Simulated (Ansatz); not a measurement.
# Rock-salt TiC

Computed with PBE in Ansatz (plane waves, PAW).

Settings: plane-wave cutoff 520 eV, 16×16×16 k mesh, Fermi–Dirac smearing 0.1 eV, perturbation theory, no spin polarisation, scalar-relativistic PAW data made under PBE.

Cell: relaxed at this level.

- zone-centre TO phonon frequency = 514 cm⁻¹

Ansatz is an electronic-structure program.
